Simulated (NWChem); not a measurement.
Molecule: carbon tetrachloride (CCl₄); SMILES ClC(Cl)(Cl)Cl

**Question.** Give the equilibrium geometry at PBE-D3(BJ)/def2-SVP (NWChem) as a Z-matrix, with the point group.

**Answer.** point group Td; any orientation.
```
C
Cl 1 1.7881
Cl 1 1.7882 2 109.48
Cl 1 1.7882 2 109.47 3 120.00
Cl 1 1.7884 2 109.47 4 120.00
```
